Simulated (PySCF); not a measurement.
Species: N2H4.
InChI=1S/H4N2/c1-2/h1-2H2

Torsions of this conformer, `[NH2:1][NH2:2]`: H–N1–N2–H 150°, H–N1–N2–H -90°.

The closed-shell ground state was solved at several levels (PySCF, density fitting, gas phase, non-relativistic). One conformer (not necessarily the lowest) at the PBE0-D3(BJ)/def2-SVP geometry, without solvent, vibrations or thermal averaging.

```tsv
level	basis functions	total energy (Eh)	HOMO (eV)	LUMO (eV)	gap (eV)	dipole (D)
PBE0/aug-cc-pVTZ	184	-111.7869	-7.20	-0.22	6.98	1.87
PBE0/def2-TZVPD	110	-111.7871	-7.19	0.36	7.55	1.87
PBE0/aug-cc-pVDZ	82	-111.7598	-7.19	-0.20	6.99	1.88
```

Task: Estimate the row for PBE0/6-31+G*, a basis of 44 functions; the other rows only guide the guess.

Result: Total energy -111.7346 Eh, HOMO -7.15 eV, LUMO 0.92 eV, gap 8.07 eV, dipole 2.18 D.

Task: How much does the basis alone move the frontier levels among the 4 PBE0 rows (the withheld one included)?

Result: The HOMO by 0.05 eV and the LUMO by 1.14 eV. By rising basis size (HOMO, LUMO in eV): 6-31+G* -7.15, 0.92; aug-cc-pVDZ -7.19, -0.20; def2-TZVPD -7.19, 0.36; aug-cc-pVTZ -7.20, -0.22.

Task: How far do the dipole and the HOMO energy spread over the levels?

Result: The dipole runs from 1.87 to 2.18 D (mean 1.95 D) and the HOMO from -7.20 to -7.15 eV.
